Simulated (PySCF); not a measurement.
Molecule (SMILES): P (PH3).
Geometry (B3LYP-D3(BJ)/def2-TZVP, fixed):
```xyz
4

P      0.0029     0.0016     0.1282
H     -0.0038     1.1839    -0.6561
H      1.0120    -0.6137    -0.6568
H     -1.0521    -0.5944    -0.6098
```
Charge 0, spin multiplicity 1.

How fast the isotropic shielding of H2 converges with the basis for several methods (PySCF): deviation from each method's own reference, in ppm. References: HF 29.57 ppm, the value in pcSseg-3; PBE 29.40 ppm, the value in pcSseg-3; PBE0 29.37 ppm, the value in pcSseg-3. All functions are spherical. Core-valence sets carry the plain set on hydrogen. No added dispersion term, no relativity. GIAO; atoms are numbered in the order shown.

| basis | functions | HF | PBE | PBE0 |
|---|---|---|---|---|
| def2-SV(P) | 24 | 0.92 | 0.70 | ? |
| aug-pcseg-1 | 54 | 0.25 | 0.22 | ? |
| aug-cc-pV(D+d)Z | 59 | 0.14 | 0.14 | ? |
| 6-311++G(2d,2p) | 65 | 0.17 | 0.23 | ? |
| def2-TZVPD | 70 | 0.21 | 0.24 | ? |
| cc-pV(T+d)Z | 81 | 0.07 | 0.07 | ? |
| def2-TZVPP | 84 | 0.06 | 0.06 | ? |
| cc-pCVQZ | 199 | 0.04 | 0.04 | ? |

Task: Fill in the missing entries.

Result: 
- def2-SV(P), PBE0: 0.75
- aug-pcseg-1, PBE0: 0.24
- aug-cc-pV(D+d)Z, PBE0: 0.14
- 6-311++G(2d,2p), PBE0: 0.22
- def2-TZVPD, PBE0: 0.22
- cc-pV(T+d)Z, PBE0: 0.07
- def2-TZVPP, PBE0: 0.06
- cc-pCVQZ, PBE0: 0.03

Mean absolute deviation over 6-311++G(2d,2p), def2-TZVPD, cc-pV(T+d)Z, def2-TZVPP: HF 0.13, PBE0 0.14, PBE 0.15 ppm.
